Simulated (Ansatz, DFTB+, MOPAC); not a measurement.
Species: C$_{3}$H$_{6}$ (charge 0, singlet). SMILES: C1CC1

Atoms: C1, C2, C3, H4, H5, H6, H7, H8, H9. Bonds: C1-C2, C1-C3, C1-H4, C1-H5, C2-C3, C2-H6, C2-H7, C3-H8, C3-H9.

Bond lengths (Å) and angles (degrees) optimised at PM3 with MOPAC; PM6 with MOPAC; PM7 with MOPAC; SCC-DFTB with DFTB+; HF/STO-3G with Ansatz (a program for electronic structure); MP2/6-31G* with Ansatz, each started from the B3LYP-D3(BJ)/def2-TZVP structure (Ansatz) of the last column. A row stands for all coordinates that are equal there. 6-31G* holds six Cartesian d functions. No wavenumbers were computed at SCC-DFTB, HF/STO-3G, MP2/6-31G*, so these may be saddle points.

```
coordinate    PM3    PM6    PM7  SCC-DFTB  HF/STO-3G  MP2/6-31G*  B3LYP-D3(BJ)/def2-TZVP
----------  -----  -----  -----  --------  ---------  ----------  ----------------------
C1-C2       1.499  1.516  1.510     1.489      1.502       1.504                   1.503
C1-H4       1.095  1.087  1.086     1.096      1.081       1.085                   1.082
C2-C1-C3     60.0   60.0   60.0      60.0       60.0        60.0                    60.0
C2-C1-H4    120.0  119.5  119.7     118.1      118.2       118.0                   118.0
H4-C1-H5    109.5  110.6  110.1     114.1      113.8       114.2                   114.2
```

Mean signed difference of all 9 bond lengths from B3LYP-D3(BJ)/def2-TZVP: PM3 0.008 Å, PM6 0.008 Å, PM7 0.005 Å, SCC-DFTB 0.005 Å, HF/STO-3G -0.001 Å, MP2/6-31G* 0.002 Å.
